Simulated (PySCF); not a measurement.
Species: oxygen, O₂ (triplet state).
SMILES: `O=O`

Method used: PBE0-D3(BJ)/def2-SVP geometry optimisation, gas phase (PySCF 2.14.0).

Masses are those of the commonest isotopes; rigid-rotor values at the optimised geometry. 

Task: What are the moment of inertia and the rotational constant?

Result: I = 11.292 u·Å², B = 505379 MHz·u·Å²/I = 44757 MHz (1.4929 cm⁻¹, or 2.148 K as hB/k). For two atoms I = μr² with μ = 7.9975 u and r = 1.1882 Å.

Task: List the first levels of a rigid rotor in a Σ state.

Result: E(J) = BJ(J+1): J = 1: 2.986, J = 2: 8.958, J = 3: 17.915, J = 4: 29.859, J = 5: 44.788, J = 6: 62.704 cm⁻¹. The exchanged nuclei have no spin, so only every second level exists. For this open shell read J as N, the rotation without spin; fine and hyperfine splittings come on top.

Task: Has it a pure rotational spectrum?

Result: Not by electric dipole: D∞h allows no dipole (computed 0.00 D). Rotational Raman lines (ΔJ = 2) lie at B(4J + 6), spaced by 8B = 11.944 cm⁻¹ as every second level is missing.

Task: Estimate the classical rotational partition function at 100 K and 500 K.

Result: Point group D∞h, symmetry number σ = 2; q = kT/(σhB), k/h = 20836.6 MHz/K: 23.3 at 100 K, 116 at 500 K.

No frequency check. ⟨S²⟩ = 2.007 (exact for a triplet: 2.00). Constants of a rigid frame at the computed geometry: no zero-point averaging, no centrifugal distortion.
